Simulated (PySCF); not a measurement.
**[H···H···SiH], doublet along the distance H1-H2**

Starting geometry:

```json
{"atom": "H", "x (Å)": "-2.3974", "y (Å)": "0.0479", "z (Å)": "0.0000"}
{"atom": "H", "x (Å)": "-1.6524", "y (Å)": "0.0479", "z (Å)": "0.0000"}
{"atom": "Si", "x (Å)": "0.1266", "y (Å)": "0.0479", "z (Å)": "0.0000"}
{"atom": "H", "x (Å)": "0.5230", "y (Å)": "-1.4316", "z (Å)": "0.0000"}
```

From there atom H2 is moved from one fragment to the other while all else, the fragments' distance too, stays fixed; atoms are numbered as listed. Energies are in kcal/mol, counted from the starting geometry at the same level.

Basis 6-31G; PySCF 2.14.0. Only valence electrons are correlated (noble-gas cores frozen). Prefix R: restricted or restricted open-shell reference.

The determinant for coupled cluster was chosen by trial CCSD, here up to 0.38 eV above the lowest Hartree–Fock solution of its kind, and MP2 stands on that determinant too.

Full CI is exact within this basis and frozen core; it isn't the basis-set limit.

```json
{"distance H1-H2 (Å)": "0.693", "RMP2": "-0.3"}
{"distance H1-H2 (Å)": "0.745", "RMP2": "0.0"}
{"distance H1-H2 (Å)": "0.793", "RMP2": "2.4"}
{"distance H1-H2 (Å)": "0.842", "RMP2": "6.5"}
{"distance H1-H2 (Å)": "0.890", "RMP2": "11.6"}
{"distance H1-H2 (Å)": "0.939", "RMP2": "17.7"}
{"distance H1-H2 (Å)": "0.987", "RMP2": "24.5"}
{"distance H1-H2 (Å)": "1.036", "RMP2": "32.0"}
{"distance H1-H2 (Å)": "1.084", "RMP2": "40.0"}
```

**Question.** Estimate the full CI curve in 6-31G from this one, knowing how RMP2 errs.

**Answer.** The computed full CI values, in kcal/mol from the starting point, and the error of RMP2 against them:
```json
{"distance H1-H2 (Å)": "0.693", "full CI": "0.1", "RMP2 less full CI": "-0.4"}
{"distance H1-H2 (Å)": "0.745", "full CI": "0.0", "RMP2 less full CI": "0.0"}
{"distance H1-H2 (Å)": "0.793", "full CI": "1.9", "RMP2 less full CI": "0.5"}
{"distance H1-H2 (Å)": "0.842", "full CI": "5.3", "RMP2 less full CI": "1.1"}
{"distance H1-H2 (Å)": "0.890", "full CI": "9.7", "RMP2 less full CI": "1.9"}
{"distance H1-H2 (Å)": "0.939", "full CI": "14.8", "RMP2 less full CI": "3.0"}
{"distance H1-H2 (Å)": "0.987", "full CI": "20.2", "RMP2 less full CI": "4.3"}
{"distance H1-H2 (Å)": "1.036", "full CI": "26.0", "RMP2 less full CI": "6.0"}
{"distance H1-H2 (Å)": "1.084", "full CI": "32.0", "RMP2 less full CI": "8.0"}
```

The error spans 8.4 kcal/mol and is largest, 8.0 kcal/mol, at 1.084 Å.
